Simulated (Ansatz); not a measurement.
Consider the hydrogen abstraction from a C–H bond: `C[SiH2]Cl` + H• → `[CH2][SiH2]Cl`• + H₂.

Program: Ansatz. Geometries: PBE0-D4/def2-TZVP. ΔE: electronic, gas phase. CCSD(T)/CBS is the MP2 limit (def2-TZVPP, def2-QZVPP) plus CCSD(T) − MP2 in def2-TZVPP, frozen cores. This one scheme is used for every species, atoms too. DFT in def2-TZVPP. B3LYP here is the variant with VWN-RPA as its local correlation; programs differ in this. Open shells (•) are unrestricted, without spin–orbit coupling.

`C[SiH2]Cl`:

Z-matrix (Å, degrees):
```
C
Si 1 1.857
H 1 1.092 2 110.8
H 1 1.094 2 110.0 3 119.8
H 1 1.092 2 110.8 3 -120.4
Cl 2 2.062 1 109.6 3 60.1
H 2 1.483 1 111.6 3 178.7
H 2 1.483 1 111.5 3 -58.5
```

`[CH2][SiH2]Cl`•:

```xyz
7

C     0.945   -0.508    0.380
Si   -0.483    0.436   -0.272
Cl   -2.216   -0.674   -0.078
H     1.259   -0.445    1.417
H     1.496   -1.220   -0.226
H    -0.317    0.722   -1.716
H    -0.685    1.688    0.493
```

H₂:

Z-matrix (Å, degrees):
```
H
H 1 0.746
```

```
        level  ΔE (kcal/mol)  difference from CCSD(T)/CBS
  LDA (SPW92)            5.8                          6.5
    r2SCAN-D4           -3.2                         -2.5
       B97M-V           -0.1                          0.6
     B3LYP-D4           -3.2                         -2.5
   r2SCANh-D4           -3.0                         -2.3
      ωB97X-V            0.9                          1.6
     PBE-QIDH            2.2                          2.9
         PBE0            1.2                          1.9
      r2SCAN0           -2.9                         -2.2
HF/def2-TZVPP           -2.0                         -1.3
  CCSD(T)/CBS           -0.7                            0
```

What do rigid-rotor, harmonic-oscillator terms from PBE0-D4/def2-TZVP frequencies (298.15 K, 1 bar) make of the CCSD(T)/CBS value? (An estimate is asked.)

Ansatz gave: ΔZPE = -2.2 kcal/mol, ΔH = -2.2 kcal/mol, ΔS = 29 J/(mol·K), ΔG = -4.3 kcal/mol. Open shells count their whole term as degenerate.

Largest T1 diagnostic among the species: 0.010.

At CCSD(T), def2-SVP lies +2.8 kcal/mol from the extrapolated value and def2-TZVPP +0.1 kcal/mol. In def2-TZVPP, CCSD(T) changes the Hartree–Fock value by +1.4 kcal/mol (the triples alone add +1.1 kcal/mol) and MP2 by +6.3 kcal/mol. From BLYP to BHLYP (50 % exact exchange), in def2-TZVPP and without D4, ΔE moves by +1.0 kcal/mol.
